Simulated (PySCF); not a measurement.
# `InChI=1S/FH3P/c1-2/h2H3/q+1`, charge +1

Molfile (atoms numbered from 1):
```
FH3P
     RDKit          3D

  5  4  0  0  0  0  0  0  0  0999 V2000
    1.4065   -0.1456    0.2179 F   0  0  0  0  0  0  0  0  0  0  0  0
   -0.1245    0.0137   -0.0235 P   0  0  0  0  0  0  0  0  0  0  0  0
   -0.6435   -0.0575    1.2562 H   0  0  0  0  0  0  0  0  0  0  0  0
   -0.2111    1.2548   -0.6271 H   0  0  0  0  0  0  0  0  0  0  0  0
   -0.4187   -1.0624   -0.8407 H   0  0  0  0  0  0  0  0  0  0  0  0
  1  2  1  0
  2  3  1  0
  2  4  1  0
  2  5  1  0
M  CHG  1   2   1
M  END
```

Computed with PySCF 2.14.0, GIAO B3LYP/pcSseg-1 magnetisability, rotational g tensor and spin-rotation constants, non-relativistic, gas phase. Geometry: GFN2-xTB.

For an ion the centre-of-mass motion in the field is neglected.

Q: Give the nuclear spin-rotation constants along the inertial axes (H = +C I·J) beside the isotropic shieldings.

A: Rotational constants 91.8914, 15.0271, 15.0265 GHz.
```
atom  isotope  Caa (kHz)  Cbb (kHz)  Ccc (kHz)  mean (kHz)  σ (ppm)
  F1      19F     77.764     -1.683     -1.683      24.800    431.0
  P2      31P    124.281     28.798     28.797      60.625    253.5
  H3       1H    -11.185     -0.492     -0.492      -4.057     23.5
  H4       1H    -11.179     -0.493     -0.493      -4.055     23.5
  H5       1H    -11.177     -0.493     -0.493      -4.054     23.5
```
Where two moments of inertia are equal or nearly so, the constants along those axes are given as their average.
For the geometry as given, no vibrational averaging.

Q: How do the rotational constants and the g tensor change when H3, H4, H5 are replaced by deuterium?

A: Constants 45.9810, 13.1534, 13.1524 GHz; g -0.0001, -0.0488, -0.0488, against -0.0003, -0.0533, -0.0533 before.
